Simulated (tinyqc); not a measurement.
Worked calculation: UHF in the sto-6g basis, for BH, spin multiplicity 3. This run ends on a higher stationary point, not on the lowest solution. One step of it, computed by the program tinyqc.

Problem. Orthogonalisation. S = U s U^T; symmetric (Loewdin) form X = U s^(-1/2) U^T, so that X^T S X = 1.

overlap S, lower triangle:
```
           1B 1s     1B 2s    1B 2px    1B 2py    1B 2pz     2H 1s
1B 1s   1.000000
1B 2s   0.264891  1.000000
1B 2px  0.000000  0.000000  1.000000
1B 2py  0.000000  0.000000  0.000000  1.000000
1B 2pz  0.000000  0.000000  0.000000  0.000000  1.000000
2H 1s   0.079573  0.509113  0.000000  0.000000  0.508483  1.000000
```

Give: eigenvalues of S; X.

Solution.

eigenvalues of S: 0.2716  0.7986  1.0000  1.0000  1.1608  1.7691

X, lower triangle:
```
          1B 1s    1B 2s  1B 2px  1B 2py   1B 2pz   2H 1s
1B 1s    1.0291
1B 2s   -0.1518   1.1979
1B 2px   0.0000   0.0000  1.0000
1B 2py   0.0000   0.0000  0.0000  1.0000
1B 2pz  -0.0128   0.1666  0.0000  0.0000   1.1631
2H 1s    0.0243  -0.4061  0.0000  0.0000  -0.3989  1.3279
```
